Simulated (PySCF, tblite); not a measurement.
## Complex of fluoromethane and water

A gas-phase complex of fluoromethane and water; neutral, singlet. The structure comes from a short search (6 tight-binding starts) and was relaxed by PBE0-D3(BJ)/def2-TZVPD; another way of binding may lie lower. No frequency run checks that it is a minimum.

| part | name | SMILES | atoms | charge | multiplicity |
| --- | --- | --- | --- | --- | --- |
| 1 | fluoromethane | CF | 1–5 | 0 | 1 |
| 2 | water | O | 6–8 | 0 | 1 |

```xyz
8

C    -0.084    0.065    0.004
F     1.275   -0.182   -0.146
H    -0.382   -0.254    1.004
H    -0.254    1.136   -0.121
H    -0.625   -0.496   -0.758
O     0.973   -1.224   -2.803
H     1.431   -0.940   -2.004
H     1.656   -1.570   -3.381
```
Atom numbers follow the order of the file, from 1.

```tsv
contact	kind (by geometry)	distance (Å)	angle (°)
H7···F2	hydrogen bond	2.013	147
```

Interaction energies are complex less parts, with the parts frozen as they stand in it; counterpoise-corrected, in kcal/mol (PySCF). The CCSD(T) estimate is Hartree-Fock/aug-cc-pVQZ, plus the MP2 correlation part extrapolated as X⁻³ from aug-cc-pVTZ and aug-cc-pVQZ, plus CCSD(T) less MP2 in aug-cc-pVDZ; noble-gas cores are frozen. It isn't the exact limit.

```json
{"level": "Hartree-Fock/aug-cc-pVQZ", "interaction": "-2.42", "superposition error removed": "-"}
{"level": "wB97M-D3(BJ)/def2-TZVPD", "interaction": "-3.71", "superposition error removed": "-0.07"}
{"level": "PBE0-D3(BJ)/def2-TZVPD", "interaction": "-3.73", "superposition error removed": "-0.06"}
{"level": "MP2/aug-cc-pVQZ", "interaction": "-3.85", "superposition error removed": "-0.25"}
```

**Question.** What does CCSD(T) at its estimated basis limit give, and which of these levels comes nearest?

**Answer.** -3.94 kcal/mol. MP2/aug-cc-pVQZ is nearest, off by +0.10; the errors are Hartree-Fock/aug-cc-pVQZ +1.53, wB97M-D3(BJ)/def2-TZVPD +0.24, PBE0-D3(BJ)/def2-TZVPD +0.21, MP2/aug-cc-pVQZ +0.10.

**Question.** What holds them together? Decompose the wB97M-D3(BJ)/def2-TZVPD energy: frozen parts, their antisymmetrised product, then relaxation.

**Answer.** electrostatic -5.2, Pauli repulsion +3.9, orbital relaxation -1.6, dispersion correction -0.8 kcal/mol, which sum to the value before the counterpoise correction; the Pauli term holds the exchange-correlation of the frozen density too. Of the attraction, 68 % is electrostatic, 21 % is orbital relaxation, 11 % is dispersion correction.

The parts were also relaxed and run alone, at the levels used for the complex: shieldings by PBE0/pcSseg-2; core levels by delta-SCF with SCAN, pcX-2 on the ionised atom and pcseg-1 elsewhere, spin-free X2C.

**Question.** How do these values change when the complex forms?

**Answer.** 
| property | alone | in the complex | change |
| --- | --- | --- | --- |
| O6–H7 bond (Å) | 0.960 | 0.964 | +0.004 |
| shielding of H7 (ppm) | 30.89 | 29.31 | -1.58 |
| shielding of F2 (ppm) | 467.7 | 462.5 | -5.1 |
| shielding of O6 (ppm) | 329.1 | 330.6 | +1.5 |
| C1 1s core level (eV) | 293.50 | 293.54 | +0.04 |
| F2 1s core level (eV) | 692.76 | 692.97 | +0.22 |
| O6 1s core level (eV) | 539.76 | 539.17 | -0.59 |
